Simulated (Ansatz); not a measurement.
in.yaml

```yaml
crystal:
  periodic: [false, false, false]
  atoms:
    - {symbol: Al, position_ang: [0.000000, 0.000000, 2.962900]}
    - {symbol: Ga, position_ang: [0.000000, 0.000000, -0.702100]}
    - {symbol: H, position_ang: [0.000000, 0.000000, -2.260800]}
basis:
  gaussian: {orbitals: 6-31G}
magnetization: {spin_polarized: false, initial_magnetization: 3}
correlation: {method: sc_nevpt2, electrons: outside_noble_gas, active_space: {window: {electrons: 7, orbitals: 9}, shells: [{species: Al, l: s, shell: 3}, {species: Al, l: p, shell: 3}, {species: Ga, l: s, shell: 4}, {species: Ga, l: p, shell: 4}, {species: H, l: s, shell: 1}]}}
```

```sh
$ ansatz run in.yaml --threads 1 --pin off --events-out ev --progress --plain --max-ram 2393MiB
```

The program prints:

```
725 factors; integrals over basis functions are off by at most 2.7e-7 eV
mean field evaluation 1: about -58918.8067 eV, gradient 5.5e0 eV
mean field evaluation 2: about -58918.8249 eV, gradient 5.5e0 eV
mean field evaluation 4: about -58919.3884 eV, gradient 1.3e0 eV
mean field evaluation 8: about -58919.4427 eV, gradient 5.0e-1 eV
mean field evaluation 16: about -58919.4458 eV, gradient 9.1e-3 eV
mean field evaluation 32: about -58918.6012 eV, gradient 5.9e0 eV
mean field evaluation 64: about -58919.5592 eV, gradient 2.5e-1 eV
mean field evaluation 96: about -58919.7860 eV, gradient 1.4e0 eV
mean field evaluation 128: about -58920.0307 eV, gradient 1.4e-1 eV
mean field evaluation 160: about -58919.5602 eV, gradient 5.4e-5 eV
mean field evaluation 192: about -58919.4426 eV, gradient 5.1e-1 eV
mean field evaluation 224: about -58920.0311 eV, gradient 2.0e-6 eV
mean field -58920.03111458 eV, -2165.2712060292 hartree, gradient 2.0e-6 eV, S^2 3.750000; 18 other end points of the search recorded, 0 dependent functions left out
reference -58920.03111458 eV, -2165.2712060292 hartree; 24, 21 occupied and 20, 23 virtual orbitals, 725 factors
state -58921.43008839 eV, -2165.3226173685 hartree
state -58921.43008839 eV, -2165.3226173685 hartree; corrected -58921.80580942 eV, -2165.3364248616 hartree
Total energy: -58921.80580942 eV, -2165.3364248616 hartree
Checks for a lower state left out: starts, orbital_swaps
```

For the same geometry and basis full CI lies 181.5 meV lower.

Ran on 1 thread of Arm Neoverse V2, shared host: 7 s wall, 0.23 GiB peak host memory.
